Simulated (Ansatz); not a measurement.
Diamond-structure Ge was calculated with LDA (Ansatz, a first-principles code, plane waves, PAW).

Run with plane-wave cutoff 500 eV, 3×3×3 k mesh, Fermi–Dirac smearing 0.05 eV, cell of 64 sites, scalar-relativistic PAW data made under PBE.

What does this level give for the vacancy formation energy and vacancy formation energy before relaxation?


- vacancy formation energy: 2.31 eV
- vacancy formation energy before relaxation: 2.84 eV

Note: the vacancy is neutral, without spin, and relaxed from the ideal cell, whose symmetry can bar a Jahn–Teller distortion; the defect's distortion and the cell size are not converged; energies are extrapolated to zero smearing, and mesh and cell size move such values by some tenths of an eV.

Computed values are for the static lattice.
